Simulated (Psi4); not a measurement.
Psi4 input (wB97X-D/6-31G*):

```
memory 1500 MB

molecule {
0 2
C    -0.01056978    0.49778310    0.42770843
F     0.01210757   -0.48553006   -0.48251610
H    -0.98026178    0.69384468    0.86184822
H     0.93471233    0.68922727    0.91454611
symmetry c1
no_reorient
no_com
}

set {
  basis 6-31G*
  reference uks
  scf_type pk
  dft_radial_points 99
  dft_spherical_points 590
  e_convergence 1e-8
  d_convergence 1e-7
  maxiter 150
}

e = energy('wb97x-d')
print_out(f'\nFINAL {e:.10f} DIPOLE {variable("CURRENT DIPOLE")[0]:.6f} {variable("CURRENT DIPOLE")[1]:.6f} {variable("CURRENT DIPOLE")[2]:.6f}\n')
```

Output:

```
   => Loading Basis Set <=

    Name: 6-31G*
    Role: ORBITAL
    Keyword: BASIS
    atoms 1   entry C          line   111 file 6-31gs.gbs
    atoms 2   entry F          line   162 file 6-31gs.gbs
    atoms 3-4 entry H          line    44 file 6-31gs.gbs

   => WB97X-D: Empirical Dispersion <=

    Chai and Head-Gordon Dispersion Correction
    Chai, J.-D.; Head-Gordon, M. (2010), J. Chem. Phys., 132: 6615-6620

        s6 =       1.000000

         ---------------------------------------------------------
                                   SCF
               by Justin Turney, Rob Parrish, Andy Simmonett
                          and Daniel G. A. Smith
                              UKS Reference
         ---------------------------------------------------------

  ==> Geometry <==

    Molecular point group: c1
    Full point group: C1

    Geometry (in Angstrom), charge = 0, multiplicity = 2:

       Center              X                  Y                   Z               Mass
    ------------   -----------------  -----------------  -----------------  -----------------
         C           -0.010569780000     0.497783100000     0.427708430000    12.000000000000
         F            0.012107570000    -0.485530060000    -0.482516100000    18.998403162730
         H           -0.980261780000     0.693844680000     0.861848220000     1.007825032230
         H            0.934712330000     0.689227270000     0.914546110000     1.007825032230

  Running in c1 symmetry.

  Rotational constants: A =      8.79272  B =      1.01370  C =      0.91562 [cm^-1]
  Rotational constants: A = 263599.05864  B =  30389.92785  C =  27449.49039 [MHz]
  Nuclear repulsion =   32.134248947298737

  Charge       = 0
  Multiplicity = 2
  Electrons    = 17
  Nalpha       = 9
  Nbeta        = 8

  ==> Algorithm <==

  SCF Algorithm Type is PK.
  DIIS enabled.
  MOM disabled.
  Fractional occupation disabled.
  Guess Type is SAD.
  Energy threshold   = 1.00e-08
  Density threshold  = 1.00e-07
  Integral threshold = 1.00e-12

  ==> Primary Basis <==

  Basis Set: 6-31G*
    Blend: 6-31G*
    Number of shells: 16
    Number of basis functions: 34
    Number of Cartesian functions: 34
    Spherical Harmonics?: false
    Max angular momentum: 2

  ==> DFT Potential <==

   => LibXC <=

    Version 7.1.2
    S. Lehtola, C. Steigemann, M. J. T. Oliveira, and M. A. L. Marques,  SoftwareX 7, 1–5 (2018) (10.1016/j.softx.2017.11.002)

   => Composite Functional: WB97X-D <=

    wB97X-D Hyb-GGA Exchange-Correlation Functional

    J.-D. Chai and M. Head-Gordon,  Phys. Chem. Chem. Phys. 10, 6615–6620 (2008) (10.1039/B810189B)

    Deriv               =              1
    GGA                 =           TRUE
    Meta                =          FALSE

    Exchange Hybrid     =           TRUE
    MP2 Hybrid          =          FALSE

   => Exchange-Correlation Functionals <=

    1.0000   wB97X-D range-separated functional

   => Exact (HF) Exchange <=

    0.7780            HF,LR [omega = 0.2000]
    0.2220               HF

   => LibXC Density Thresholds  <==

    XC_HYB_GGA_XC_WB97X_D:  1.00E-14

   => Molecular Quadrature <=

    Radial Scheme          =       TREUTLER
    Pruning Scheme         =           NONE
    Nuclear Scheme         =       TREUTLER

    Blocking Scheme        =         OCTREE
    BS radius alpha        =              1
    Pruning alpha          =              1
    Radial Points          =             99
    Spherical Points       =            590
    Total Points           =         223995
    Total Blocks           =           1677
    Max Points             =            256
    Max Functions          =             34
    Weights Tolerance      =       1.00E-15

  ==> Integral Setup <==

  Using in-core PK algorithm.
   Calculation information:
      Number of atoms:                   4
      Number of AO shells:              16
      Number of primitives:             38
      Number of atomic orbitals:        34
      Number of basis functions:        34

      Integral cutoff                 1.00e-12
      Number of threads:                 1

  Performing in-core PK
  Using 531930 doubles for integral storage.
  We computed 9315 shell quartets total.
  Whereas there are 9316 unique shell quartets.

  Computing range-separated integrals for PK
  We computed 9315 wK shell quartets total.
  Whereas there are 9316 wK unique shell quartets.

  ==> DiskJK: Disk-Based J/K Matrices <==

    J tasked:                  Yes
    K tasked:                  Yes
    wK tasked:                 Yes
    Omega:               2.000E-01
    Schwarz Cutoff:          1E-12


  Cached 100.0% of DFT collocation blocks in 0.209 [GiB].

  Minimum eigenvalue in the overlap matrix is 6.9675803713E-03.
  Reciprocal condition number of the overlap matrix is 1.3047219771E-03.
    Using symmetric orthogonalization.

  ==> Pre-Iterations <==

  SCF Guess: Superposition of Atomic Densities via on-the-fly atomic UHF (no occupation information).

   -------------------------
    Irrep   Nso     Nmo
   -------------------------
     A         34      34
   -------------------------
    Total      34      34
   -------------------------

  ==> Iterations <==

                        Total Energy        Delta E     RMS |[F,P]|

   @UKS iter SAD:  -138.51516286392922   -1.38515e+02   0.00000e+00
   @UKS iter   1:  -138.99993313776801   -4.84770e-01   6.45823e-03 DIIS/ADIIS
   @UKS iter   2:  -139.01568293607872   -1.57498e-02   3.88022e-03 DIIS/ADIIS
   @UKS iter   3:  -139.02100884611917   -5.32591e-03   1.17717e-03 DIIS/ADIIS
   @UKS iter   4:  -139.02152350223272   -5.14656e-04   2.91643e-04 DIIS/ADIIS
   @UKS iter   5:  -139.02160292733325   -7.94251e-05   1.05428e-04 DIIS/ADIIS
   @UKS iter   6:  -139.02161669892945   -1.37716e-05   2.92632e-05 DIIS
   @UKS iter   7:  -139.02161864972012   -1.95079e-06   3.19269e-06 DIIS
   @UKS iter   8:  -139.02161866580516   -1.60850e-08   6.23708e-07 DIIS
   @UKS iter   9:  -139.02161866633779   -5.32623e-10   1.31247e-07 DIIS
   @UKS iter  10:  -139.02161866636635   -2.85638e-11   2.79745e-08 DIIS
  Energy and wave function converged.

  ==> Post-Iterations <==

   Electrons on quadrature grid:
      Nalpha   =    9.0000000081 ; deviation = 8.136e-09
      Nbeta    =    8.0000000004 ; deviation = 3.571e-10
      Ntotal   =   17.0000000085 ; deviation = 8.493e-09

   @Spin Contamination Metric:   3.711287784E-03
   @S^2 Expected:                7.500000000E-01
   @S^2 Observed:                7.537112878E-01
   @S   Expected:                5.000000000E-01
   @S   Observed:                5.000000000E-01

    Orbital Energies [Eh]
    ---------------------

    Alpha Occupied:

       1A    -24.833796     2A    -10.372536     3A     -1.321203
       4A     -0.782240     5A     -0.596732     6A     -0.591948
       7A     -0.551565     8A     -0.448822     9A     -0.290125

    Alpha Virtual:

      10A      0.199162    11A      0.226882    12A      0.272089
      13A      0.605567    14A      0.616873    15A      0.711647
      16A      0.719706    17A      0.961371    18A      0.999993
      19A      1.194617    20A      1.302349    21A      1.417318
      22A      1.583341    23A      1.617461    24A      1.739902
      25A      1.877376    26A      1.899715    27A      2.078516
      28A      2.105774    29A      2.278068    30A      2.525364
      31A      2.584783    32A      3.086299    33A      4.117708
      34A      4.216425

    Beta Occupied:

       1A    -24.829751     2A    -10.360581     3A     -1.309934
       4A     -0.746223     5A     -0.586592     6A     -0.580316
       7A     -0.512820     8A     -0.442418

    Beta Virtual:

       9A      0.038379    10A      0.213829    11A      0.245500
      12A      0.281716    13A      0.633216    14A      0.667916
      15A      0.717792    16A      0.730386    17A      0.970790
      18A      1.019074    19A      1.199389    20A      1.323959
      21A      1.424441    22A      1.619057    23A      1.660896
      24A      1.755389    25A      1.888124    26A      1.906136
      27A      2.105158    28A      2.163486    29A      2.300638
      30A      2.565365    31A      2.596004    32A      3.099792
      33A      4.123883    34A      4.263470

    Final Occupation by Irrep:
              A
    DOCC [     8 ]
    SOCC [     1 ]
    NA   [     9 ]
    NB   [     8 ]

  @UKS Final Energy:  -139.02161866636635

   => Energetics <=

    Nuclear Repulsion Energy =             32.1342489472987367
    One-Electron Energy =                -255.2685535330237485
    Two-Electron Energy =                  95.6883988289476548
    DFT Exchange-Correlation Energy =     -11.5754717295853169
    Empirical Dispersion Energy =          -0.0002411800036952
    VV10 Nonlocal Energy =                  0.0000000000000000
    Total Energy =                       -139.0216186663663507

  UHF NO Occupations:
  HONO-2 :    7  A 1.9996879
  HONO-1 :    8  A 1.9989092
  HONO-0 :    9  A 1.0000000
  LUNO+0 :   10  A 0.0010908
  LUNO+1 :   11  A 0.0003121
  LUNO+2 :   12  A 0.0002844
  LUNO+3 :   13  A 0.0001574

Computation Completed

Properties will be evaluated at   0.000000,   0.000000,   0.000000 [a0]

Properties computed using the SCF density matrix

 Multipole Moments:

 ------------------------------------------------------------------------------------
     Multipole            Electronic (a.u.)      Nuclear  (a.u.)        Total (a.u.)
 ------------------------------------------------------------------------------------

 L = 1.  Multiply by 2.5417464519 to convert [e a0] to [Debye]
 Dipole X            :         -0.0116072            0.0000000           -0.0116072
 Dipole Y            :          0.2675719            0.0000000            0.2675719
 Dipole Z            :          0.4452366            0.0000000            0.4452367
 Magnitude           :                                                    0.5195817

 ------------------------------------------------------------------------------------

FINAL -139.0216186664 DIPOLE -0.011607 0.267572 0.445237

*** Psi4 exiting successfully. Buy a developer a beer!
```

The geometry given is a B3LYP-D3(BJ)/def2-TZVP minimum.
